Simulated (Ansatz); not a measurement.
We consider fluorite CeO2, described by PBEsol-D3(BJ) in Ansatz (plane waves, PAW).

Run with plane-wave cutoff 520 eV, 12×12×12 k mesh, Fermi–Dirac smearing 0.01 eV, no spin polarisation, scalar-relativistic PAW data made under PBE.

The cell is scaled about its equilibrium volume:

| V (Å³/atom) | P (GPa) | direct gap at Γ (eV) | smallest gap on the k mesh (eV) |
|---|---|---|---|
| 12.119 | 14.20 | 3.443 | 2.220 |
| 12.376 | 8.95 | 3.310 | 2.160 |
| 12.634 | 4.23 | 3.184 | 2.101 |
| 12.892 | 0.00 | 3.065 | 2.042 |
| 13.150 | -3.79 | 2.952 | 1.985 |
| 13.408 | -7.20 | 2.844 | 1.929 |
| 13.666 | -10.25 | 2.742 | 1.874 |

The fundamental gap (2.04 eV at the equilibrium volume, with added k points) lies elsewhere than Γ–Γ.

Measured, for comparison: band gap 3 eV (temperature not stated, no zero-point or thermal correction, O 2p to Ce 4f, our sources range from 3.00 to 3.20; as tabulated in Tran et al. (2019), arXiv:1908.01820).

Spin–orbit coupling is not included.

Ansatz is a quantum-chemistry and plane-wave program.
